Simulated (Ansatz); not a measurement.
# AlH₃O: basis-set convergence

How large a basis does AlH₃O need? Two functionals and correlated methods are run in growing sets.

Computed with Ansatz 0.2.0, Gaussian basis. Level: one geometry, several basis sets.

Levels to be run: PBE0-D4/def2-SVP; ωB97M-V/def2-SVP; PBE0-D4/def2-QZVPP; ωB97M-V/def2-QZVPP; CCSD(T)/cc-pV(D+d)Z; CCSD(T)/cc-pV(T+d)Z; CCSD(T)/cc-pV(Q+d)Z; the functionals' def2-TZVPP values are taken from earlier runs.

### Step 1. The geometry

The geometry comes from an earlier relaxation with PBE0-D4 in a triple-zeta def2 set; it is a stationary point.

SMILES `[OH][AlH2]`, 5 atoms, charge 0, spin multiplicity 1.

Atoms are counted from 1 here; the program's logs count them from 0.

Bond lengths: O1–Al2 1.696 Å, O1–H3 0.956 Å, Al2–H4 1.585 Å, Al2–H5 1.577 Å. Angles: Al2–O1–H3 123.4°, O1–Al2–H4 119.7°, O1–Al2–H5 116.0°, H4–Al2–H5 124.4°.

### Step 2. PBE0-D4 in def2-SVP

in.yaml

```yaml
crystal:
  periodic: [false, false, false]
  atoms:
    - {symbol: O, position_ang: [0.654851, -0.706885, 0.756677]}
    - {symbol: Al, position_ang: [-0.157872, 0.423789, -0.210842]}
    - {symbol: H, position_ang: [0.557410, -1.652202, 0.656199]}
    - {symbol: H, position_ang: [-1.137027, -0.078936, -1.351190]}
    - {symbol: H, position_ang: [0.132638, 1.940633, 0.107656]}
basis:
  gaussian: {orbitals: def2-SVP}
hamiltonian: {xc: pbe0, dispersion: d4}
output: {orbitals: {seedname: orbitals}}
```

Command:

```console
$ ansatz run in.yaml --threads 2 --pin off --events-out ev --progress --plain --max-ram 32768MiB --backend cpu
```

The runs that follow: ωB97M-V in def2-SVP; PBE0-D4 in def2-QZVPP; ωB97M-V in def2-QZVPP; CCSD(T) in cc-pV(D+d)Z; CCSD(T) in cc-pV(T+d)Z; CCSD(T) in cc-pV(Q+d)Z.

Before running them: what should the planned runs give, taken together? Wanted: MP2 correlation recovered, cc-pV(D+d)Z; MP2 correlation recovered, cc-pV(T+d)Z; MP2 correlation recovered, cc-pV(Q+d)Z; CCSD(T) limit from def2 sets; PBE0-D4: double and triple zeta above quadruple; ωB97M-V: double and triple zeta above quadruple.

As calculated:

| quantity | value |
| --- | --- |
| MP2 correlation recovered, cc-pV(D+d)Z | 69.4 % |
| MP2 correlation recovered, cc-pV(T+d)Z | 88.3 % |
| MP2 correlation recovered, cc-pV(Q+d)Z | 95.1 % |
| CCSD(T) limit from def2 sets (earlier runs) less the limit of this series | -15 meV |
| PBE0-D4: double and triple zeta above quadruple | 5.41, 0.35 eV |
| ωB97M-V: double and triple zeta above quadruple | 5.47, 0.33 eV |

In words: PBE0-D4 gains 5.06 eV from double to triple zeta, then 0.35 eV more. Correlation climbs from 69 % (cc-pV(D+d)Z) to 95 % (cc-pV(Q+d)Z) of the limit; Hartree-Fock is 0.082 eV from its own by then. A limit from the def2 sets, made apart, differs by 15 meV, a least measure of the doubt on such a limit. Total energies overstate the basis error of differences, where much of it tends to cancel. The LUMO of ωB97M-V is positive and keeps falling with the basis (0.93 to 0.34 eV): an unbound level that the basis holds in place.
